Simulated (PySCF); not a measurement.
Molecule: `C#CCC`, C4H6.

Bonds (- single, = double, # triple, : aromatic): C1#C2, C2-C3, C3-C4. C1 carries H5; C3 carries H6, H7; C4 carries H8, H9, H10.

Frames of a GFN2-xTB Langevin trajectory at 600 K; GIAO PBE0/pcSseg-1 shieldings in PySCF 2.14.0 with density-fitted response routines, gas phase, non-relativistic; equivalent atoms averaged within each frame.

Chemical shifts δ = σref − σ; TMS for 13C (186.93 ppm) and 1H (31.72 ppm), all at this level. The references are static minima.

How do the shifts (ppm) fluctuate along the trajectory?

Results:


```csv
time (fs),C2,C1,C3,C4,H5,H6/H7,H8/H9/H10
optimised geometry,90.4,74.3,15.2,16.8,1.35,2.30,1.22
250,93.0,78.7,17.7,11.6,1.83,1.79,0.66
425,99.3,85.9,11.7,12.8,2.28,2.77,1.15
625,110.5,84.5,17.6,11.7,4.11,3.19,1.68
800,101.9,86.4,17.5,12.3,1.30,2.58,0.66
1000,109.1,77.0,16.0,24.2,2.32,2.48,2.30
mean of frames,102.8,82.5,16.1,14.5,2.37,2.56,1.29
standard deviation,7.2,4.3,2.6,5.4,1.06,0.51,0.70
```

5 frames give an uncertainty of the mean of about the standard deviation over 2.2 at best, since frames this close in time may not be independent; classical motion lacks zero-point vibration, and the reference would need the same averaging.
